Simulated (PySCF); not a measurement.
Structure with atom numbers: `[CH3:1][NH+:2]1[CH2:3][CH2:4][CH2:5]1`. Hydrogens are named by the atom that carries them. Ha(C3), Ha(C4), Ha(C5) are cis to C1 on the ring; Hb(C3), Hb(C4), Hb(C5) are trans to C1 on the ring.

Geometry: PBE0-D3(BJ)/def2-SVP; GIAO shifts from PySCF 2.14, gas phase, non-relativistic, averaged over equivalent atoms.

At wB97X-D/pcSseg-1 (135 basis functions, 9.1 s wall time on 1 thread of an x86-64 server CPU, shared host):
```
        atoms  δ (ppm)
        C3/C5     61.2
           C1     44.0
           C4     17.6
           N2     65.4
        H(N2)     4.39
Hb(C3)/Hb(C5)     4.29
Ha(C3)/Ha(C5)     4.12
        H(C1)     3.04
       Hb(C4)     3.01
       Ha(C4)     2.67
```

Shifts are taken against calculated references (same method and geometry level): ¹³C (184.54 ppm), ¹H (31.38 ppm) vs TMS; ¹⁵N (263.98 ppm) against NH3.

Problem. Predict the values at BHandHLYP/pcSseg-1 on the same geometry.

Solution. 
```tsv
atoms	δ at BHandHLYP/pcSseg-1	change
C3/C5	60.6	-0.6
C1	43.2	-0.8
C4	17.5	-0.1
N2	65.3	-0.1
H(N2)	4.40	+0.01
Hb(C3)/Hb(C5)	4.33	+0.04
Ha(C3)/Ha(C5)	4.14	+0.02
H(C1)	3.07	+0.03
Hb(C4)	3.08	+0.07
Ha(C4)	2.72	+0.05
```

Shifts are taken against calculated references (same method and geometry level): TMS for ¹³C (183.98 ppm), ¹H (31.44 ppm); NH3 for ¹⁵N (265.03 ppm).

The largest change is at C1 (methyl carbon bonded to N). Cost: 135 basis functions, 7.4 s wall time on 1 thread of an x86-64 server CPU, shared host. The order of the carbon signals is the same at both levels.

Experimental scales use liquid or dissolved standards, which lie at an offset from isolated NH3 (liquid NH3: subtract about 20 ppm).
